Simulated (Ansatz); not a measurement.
A nudged elastic band was laid between two geometries of H5NSSi (8 atoms, charge 0, multiplicity 1).

The calculation used RKS PBE0/def2-SVP in Ansatz 0.2.0.

| Quantity | Value |
| --- | --- |
| movable images | 7 |
| climbing image | yes |
| spring | 5.0 eV/Å² |
| optimiser | quadratic models (default) |
| start path | through a guess of the saddle point |
| force threshold | 0.2 eV/Å |
| iteration limit | 60 |
| end points | relaxed |

Image 0:

```xyz
8
Properties=species:S:1:pos:R:3
N -0.724 0.569 -1.141
Si 0.449 0.102 0.028
S -0.394 -1.224 1.520
H -1.046 -0.105 -1.828
H -1.468 1.206 -0.883
H 0.960 1.333 0.700
H 1.563 -0.595 -0.679
H 0.753 -1.345 2.227
```

Image 8:

```xyz
8
Properties=species:S:1:pos:R:3
N -0.718 0.496 -1.148
Si 0.430 0.186 0.093
S -0.366 -1.058 1.679
H -1.210 -0.259 -1.611
H -1.283 1.337 -1.109
H 0.832 1.529 0.603
H 1.624 -0.545 -0.425
H 0.783 -1.743 1.863
```

Q: Which bonds break or form, and what moves?

A: No bond is made or broken. The height of N1 over the plane of its neighbours goes from 0.21 to 0.19 Å.

Q: Give the energies along the band, and the barrier.

A: It converged. The highest image is number 4 of 0 to 8, 0.001 eV above the first end and 0.008 eV above the last; the last end lies 0.007 eV below the first. The threshold of 0.2 eV/Å is loose, so the images may lie well off the minimum-energy path. The top lies less than 8 meV above the higher end, about what the thresholds resolve: that end is a shoulder or a very shallow well. The order of the stationary point at the top wasn't checked.

```tsv
image	path coordinate (Å)	energy (eV)	height of N1 over the plane of its neighbours (Å)
0	0.00	0.000	0.21
1	0.14	0.000	0.20
2	0.29	-0.001	0.20
3	0.43	-0.002	0.22
4	0.58	0.001	0.25
5	0.71	-0.002	0.22
6	0.84	-0.004	0.20
7	0.97	-0.006	0.19
8	1.10	-0.007	0.19
```

Q: What is the geometry of the highest image?

A: 
```xyz
8
Properties=species:S:1:pos:R:3:forces:R:3
N -0.708 0.545 -1.174 0.09 -0.05 0.16
Si 0.452 0.144 0.043 -0.06 0.01 -0.07
S -0.407 -1.178 1.529 0.00 0.01 0.03
H -1.152 -0.208 -1.689 -0.02 0.03 -0.04
H -1.377 1.277 -0.960 -0.01 -0.01 -0.04
H 0.890 1.431 0.658 0.00 0.00 0.00
H 1.622 -0.555 -0.566 0.00 0.01 0.00
H 0.772 -1.512 2.102 0.00 0.00 -0.03
```

Run time: 100 s on 1 thread of Arm Neoverse V2, with other jobs on the host, peak memory 0.16 GiB.
